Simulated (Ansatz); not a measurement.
Coupled-cluster diagnostics for BN₂⁻, Ansatz.

Geometry of the singlet (PBE0-D4/def2-TZVPD):

```
atom   x (Å)   y (Å)   z (Å)
  B1  -0.001   0.000   0.000
  N2   0.556   0.357   1.154
  N3  -0.555  -0.357  -1.154
```

Correlated methods freeze 3 core orbitals. Another isomer (singlet) lies 0.46 eV lower at PBE0-D4/def2-TZVPD; other spin states weren't run for this one.

Problem. Estimate the CCSD(T) correlation energy, the shares of MP2 and (T), T1 and the reference's ⟨S²⟩ for: charge -1, singlet, own geometry in def2-TZVPPD; and the rough time on 4 threads of Arm Neoverse V2 on a shared host.

Solution. 
```csv
state,basis,correlation (eV),MP2 share (%),(T) share (%),T1,⟨S²⟩ (pure),wall time,remarks
"charge -1, singlet, own geometry",def2-TZVPPD,-14.581,90.9,6.8,0.038,0.00 (0.00),6 s,"large T1, restricted SCF unstable"
```
Customary marks for T1 are 0.02 (closed shells), 0.045 (open shells) and about 0.05 (3d metals). T1 exceeds 0.02 in 1 of 1 rows and 0.045 in 0; the higher it lies, the less the single-reference result can be trusted.
